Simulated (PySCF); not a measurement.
# BCl2H: the cost of one run

The runs use PySCF 2.14.0; levels as typed in each script, gas phase, geometry from GFN2-xTB.

## 1. Where the work starts

4 atoms, charge 0, spin multiplicity 1.

Bond lengths: Cl1–B2 1.701 Å, B2–Cl3 1.701 Å, B2–H4 1.173 Å. Angles: Cl1–B2–Cl3 120.2°, Cl1–B2–H4 119.9°, Cl3–B2–H4 119.9°.

As a file:

```xyz
4

Cl   -1.4746   -0.1566    0.0000
B    -0.0001    0.6919    0.0000
Cl    1.4746   -0.1566    0.0000
H    -0.0002    1.8651    0.0000
```

## 2. Density, bond paths and surface potential (PBE/def2-tzvp)

input.py

```python
import numpy as np
from pyscf import gto, scf, dft
from pyscf.scf import atom_ks, atom_hf
from scipy.linalg import block_diag

def solve(mol, dm0=None, hcore=None):
    mf = (dft.UKS if mol.spin else dft.RKS)(mol, xc='pbe')
    mf.grids.level = 3
    mf = mf.density_fit(auxbasis='def2-universal-jkfit')
    mf.conv_tol, mf.max_cycle = 1e-8, 80
    if hcore is not None:
        mf.get_hcore = lambda *args: hcore
    mf.kernel(dm0)
    if not mf.converged:
        mf = mf.newton().run(mf.mo_coeff, mf.mo_occ, max_cycle=30)
    assert mf.converged, 'SCF not converged'
    return mf

mol = gto.M(atom='''
Cl    -1.47455    -0.15663     0.00000
B     -0.00007     0.69194     0.00000
Cl     1.47458    -0.15660     0.00000
H     -0.00020     1.86508     0.00000
''', basis='def2-tzvp', charge=0, spin=0, verbose=4)
mf = solve(mol)
mf.analyze()
# spherically averaged free atoms, for the promolecule
atm = atom_ks.get_atm_nrks(mol, xc='pbe')
pro = block_diag(*[(atm[a[0]][2] * atm[a[0]][3]) @ atm[a[0]][2].T for a in mol._atom])
np.savez('result.npz', e=mf.e_tot, c=mf.mo_coeff, occ=mf.mo_occ, eps=mf.mo_energy, pro=pro, dip=mf.dip_moment(verbose=0), s2=mf.spin_square()[0])
```

Command:

```console
> OMP_NUM_THREADS=1 python input.py
```

**Question.** How long does this run take on 1 thread of Arm Neoverse V2, shared host, and how much memory does it need?

About 6.7 s, with a peak of 0.37 GiB.
